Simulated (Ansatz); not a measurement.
Rhombohedral A7 Sb, treated with PBE (plane waves, PAW; Ansatz, a program for electronic structure).

Settings: plane-wave cutoff 500 eV, 12×12×12 k mesh, Fermi–Dirac smearing 0.05 eV, scalar-relativistic PAW data made under PBE.

Computed at the level's own relaxed cell.

Question: Estimate the equilibrium volume per atom, lattice parameter a and lattice parameter c that the calculation returns.

Answer: 
- equilibrium volume per atom: 31.84 Å³/atom
- lattice parameter a: 4.375 Å
- lattice parameter c: 11.528 Å

Measured, for comparison: lattice constant a 4.301 Å, lattice parameter c 11.232 Å (78 K, zero-point motion not removed; as tabulated in Schiferl, Barrett, J. Appl. Cryst. 2, 30 (1969), COD 9009654). Computed (rounded) less measured: lattice constant a +1.7 %, lattice parameter c +2.6 %.

Note: the cell comes from a level without a dispersion term, which matters for the spacing of layers, chains or molecules.

Spin–orbit coupling is not included.

Static lattice: no zero-point or thermal effects.

The result took about 70 core-seconds (a rough figure).
